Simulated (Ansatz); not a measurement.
Formation enthalpy of some silicides and borides

Method: PBE-D4 (Ansatz, a quantum-chemistry and plane-wave program, PAW). References are measured values at room or unstated temperature, uncorrected unless marked, so that the deviations hold thermal and zero-point effects besides the level's error.

Values in eV/atom.

```tsv
solid	reference	PBE-D4	deviation (eV/atom)
C11b MoSi₂	-0.496	-0.626	-0.130
C11b WSi₂	-0.283	-0.453	-0.170
A15 Mo₃Si	-0.324	-0.378	-0.054
B20 (FeSi-type) FeSi	-0.400	-0.644	-0.244
antifluorite Mg₂Si	-0.269	-0.213	+0.056
fluorite CoSi₂	-0.362	-0.569	-0.207
```

Over these 6 solids the mean deviation is -0.125 eV/atom, the mean absolute deviation 0.144 eV/atom (median 0.150 eV/atom), and the worst case B20 (FeSi-type) FeSi at -0.244 eV/atom; the value is too low in 5 of 6 cases.

Spin–orbit coupling is left out, also for the solids with elements from indium on (C11b WSi2); its size isn't shown.

Formation is from the elements' reference phases, gases as molecules.

Differences are worked out from the printed values.

The solid named is at each level's own relaxed cell; a reference phase can be a single point on another level's cell. Caveats: a distance lies near a switch of the dispersion term, which can move the cell (antifluorite Mg2Si). Ansatz's density-functional and Hartree–Fock values are scalar-relativistic unless marked +SOC, with PAW data made under PBE.

Not in this set, of the silicides and borides with a reference value in our tables and a result at some level: 41 for no value at PBE-D4 (not run, a failed fit, an unstable or unbound cell, or a value held back for tests); 17 for a reference of another kind, counted apart; 4 for a doubt noted on the run at PBE-D4; 3 for a run that failed a test (PBE-D4); 1 for a run that ended without the magnetic order (PBE-D4). These can be a level's best or worst cases. At least 8 more with a reference value are held back for tests. Solids without a released value at any level aren't counted. Sums of energies from LAMMPS, tight-binding programs and other DFT programs aren't taken. Layered and molecular crystals are counted apart.

References as tabulated in Wang et al. (2021), doi:10.1038/s41598-021-94550-5; the CRC Handbook.
